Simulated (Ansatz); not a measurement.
Barrier HO + H2 via H3O, on the benchmark's geometries as Psi4's copy gives them; open shells unrestricted, no zero-point energy, no spin–orbit coupling.
Transition structure (charge 0, multiplicity 2):
```xyz
4

O     -0.301    -0.108     0.000
H     -0.428     0.852     0.000
H      1.015    -0.100     0.000
H      1.821     0.113     0.000
```

Cores are frozen in the correlated methods. CBS(a, b) extrapolates the correlation energy as X⁻³ and adds the Hartree–Fock energy of set b.

Run with Ansatz (an electronic-structure program). 

Barrier heights (kcal/mol): PBE/def2-TZVPPD -6.18; B3LYP/def2-TZVPPD 0.73; wB97M-V/def2-TZVPPD 3.29; MP2/CBS(aug-cc-pVTZ, aug-cc-pVQZ) + ΔCCSD(T)/aug-cc-pVTZ 5.20.

With all else equal, by what factor does exp(−ΔE‡/RT) at 298.15 K differ from its value at MP2/CBS(aug-cc-pVTZ, aug-cc-pVQZ) + ΔCCSD(T)/aug-cc-pVTZ?


RT = 0.5925 kcal/mol, so the factor is exp(−(ΔE‡ − 5.20)/RT): PBE/def2-TZVPPD 2.2e+08; B3LYP/def2-TZVPPD 1900; wB97M-V/def2-TZVPPD 25. Each 1.36 kcal/mol is a factor of ten. MP2/CBS(aug-cc-pVTZ, aug-cc-pVQZ) + ΔCCSD(T)/aug-cc-pVTZ is the comparison, a level with limits of its own.
